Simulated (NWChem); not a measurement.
**Correlation energy of sulfur dioxide (O₂S)**

SMILES: O=S=O
```xyz
3

O      1.2504     0.0000    -0.3713
S      0.0000     0.0000     0.3713
O     -1.2504     0.0000    -0.3713
```
Charge 0, spin multiplicity 1.

Everything below was run with NWChem. All single points use one geometry, from PBE0/def2-SVP, a minimum by its harmonic frequencies.

Basis set: STO-3G. Each correlation energy counts from its own Hartree-Fock reference.

The correlated methods keep 7 core orbitals frozen. Coupled-cluster values serve here as a point of comparison, not as the truth.

For the correlation energy, MP2 gives -198.7 mHa and CCSD+T(CCSD) gives -220.2 mHa. What do CCSD, CCSD(T), SCS-MP2 give?

CCSD: -195.6 mHa; CCSD(T): -215.8 mHa; SCS-MP2: -196.9 mHa.
